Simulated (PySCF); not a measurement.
Coordinates in bohr (charge 0 multiplicity 1):
```
C     0.0000    0.0000    0.0000
H    -1.1887   -1.1887    1.1887
H    -1.1887    1.1887   -1.1887
H     1.1887    1.1887    1.1887
H     1.1887   -1.1887   -1.1887
```

Method: PBE0/[C def2-TZVP, H def2-TZVP], no relativity, density fitting, PySCF.

This geometry of CH₄ is a stationary point at this level.

(1) What is the point group?

(2) Is it a minimum?

(3) Which band is strongest in the infrared?

(4) What is the atomisation energy, with and without zero-point energy?

Answers

(1) Td.

(2) Yes: all harmonic wavenumbers are real.

(3) 3170 cm⁻¹ (t2), 59 km/mol.

(4) 1745 kJ/mol without, 1627 kJ/mol with.
